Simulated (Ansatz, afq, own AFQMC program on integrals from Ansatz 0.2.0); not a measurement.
Two steps: Ansatz 0.2.0 writes the Fock matrix and Cholesky factors of the valence space, and afq projects on them the lowest state that overlaps trial and start.

```yaml
crystal:
  periodic: [false, false, false]
  atoms:
    - {symbol: B, position_ang: [0.000000, 0.000000, 0.000000]}
    - {symbol: Al, position_ang: [0.000000, 0.000000, 4.474000]}
basis:
  gaussian: {orbitals: cc-pVDZ}
magnetization: {spin_polarized: false}
correlation: {method: ccsd_t, electrons: outside_noble_gas, hamiltonian_folder: ham}
```

```sh
$ ansatz run in.yaml --threads 1 --pin off --events-out ev --progress --plain --max-ram 24576MiB --backend cuda --devices 0, --max-vram 18GiB
```

Options of the walk:

```
--method free --trial hf --walkers 20 --time-step 0.05 --max-blocks 30 --target-error 0.00116 --factor-cut 0.0001 --seed 5372 --times 0,2,5,8,12 --taylor-order 6
```

Times are imaginary, in 1/Eh. The walk had a cap of 60 s.

```
orbitals 26  electrons 3 3  factors 129 of 315
reference energy -266.32837596 Eh
CCSD correlation -0.17091123 Eh in 16 cycles, weight of the determinant in the CISD state 0.6634
repeat  energy at the last time / Eh  error
    10  -266.493108  7.945062
    20  -266.540832  0.068493
    30  -266.487124  0.040480
time / (1/Eh)  energy / Eh  error  mean overlap
  0.00  -266.502921  0.005383  1.0000
  2.00  -266.492137  0.007620  1.0525
  5.00  -266.504813  0.015999  1.0411
  8.00  -266.514293  0.030625  1.1597
 12.00  -266.487124  0.040480  0.8414
energy -266.487124 +/- 0.040480 Eh
```

The run failed at least one of its tests; the cautions name the faults.

Against this walk (error 1101.5 meV) on the same determinant: CCSD(T) 712.5 meV lower (within the noise), CCSDT(Q) 746.6 meV lower (within the noise), CCSDTQ 747.5 meV lower (within the noise), full CI 749.2 meV lower (within the noise). The error is statistical, and a free projection of finite length keeps a remainder of its start.

A setting was made bad on purpose (projection too long), so the walk's energy isn't to be trusted.

Cautions: remainder of the start not in the error; error above the target (1101.5 against 31.6 meV); higher spins were not checked; restricted determinant unstable towards unrestricted (UHF 2.07 eV lower, ⟨S²⟩ 1.02); strong correlation (T1 0.053, weight of the determinant 0.66, largest double 0.56); (T) is large, 8 % of the CCSD correlation; the CCSD(T) amplitudes may be one of several solutions (largest double 0.56); the CCSDT(Q) amplitudes may be one of several solutions (largest double 0.66); the CCSDTQ amplitudes may be one of several solutions (largest double 0.67); CCSDTQ on the UHF determinant differs (56 meV higher), by its state or its frozen core; so few walkers bias the energy; the time-step error isn't removed.

CCSDT and higher add their correlation energy to the determinant of the CCSD(T) run, since their own runs factorise the integrals more tightly (a shift of under 2 meV). A walk keeps the symmetry of its determinant, which the program's search chose and which needn't be the lowest solution, so a lower state of the same spin and another symmetry isn't excluded.
